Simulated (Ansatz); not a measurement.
# ClOSi: the cost of one run

Method: def2-QZVPP, all electrons in the functionals, frozen cores in the correlation of double hybrids and RPA; program: Ansatz 0.2.0, Gaussian basis.

To be run: wB97M-V, B2PLYP, at charge 0, quartet; charge 0, doublet; charge 0, sextet; charge 1, triplet; charge 1, quintet.

5 further runs of the same task are left out: 1 that didn't finish, 4 set aside as unsound or not needed. Runs told in other sessions of the task aren't counted.

## (1) The system

The geometry is a PBE0/def2-TZVP stationary point (not a proven minimum).

3 atoms, charge 0, spin multiplicity 4.

Atoms are counted from 1 here; the program's logs count them from 0.

Bond lengths: Cl1–Si2 2.047 Å, Si2–O3 1.723 Å. Angles: Cl1–Si2–O3 117.5°.

No dispersion term is added; wB97M-V holds VV10 nonlocal correlation.

The geometry shown and the zero of energy belong to the point charge 0, quartet. The yardstick, UCCSD(T), and other wave-function levels (R restricted, U unrestricted, valence and pair active spaces) come from earlier runs.

## (2) wB97M-V, charge 0, quartet

File in.yaml:

```yaml
crystal:
  periodic: [false, false, false]
  atoms:
    - {symbol: Cl, position_ang: [0.000000, -0.182593, 1.317915]}
    - {symbol: Si, position_ang: [0.000000, 0.559430, -0.589798]}
    - {symbol: O, position_ang: [0.000000, -0.577421, -1.885025]}
basis:
  gaussian: {orbitals: "def2-QZVPP.json"}
magnetization: {spin_polarized: true, initial_magnetization: 3}
hamiltonian: {xc: {name: wB97M-V}}
output: {orbitals: {seedname: orbitals}}
```

Run with:

```bash
$ ansatz run in.yaml --threads 1 --pin off --events-out ev --progress --plain --max-ram 2393MiB
```

Q: Estimate wall time and peak memory on 1 thread of Arm Neoverse V2, shared host.

About 2.3 min, with a peak of 0.79 GiB.
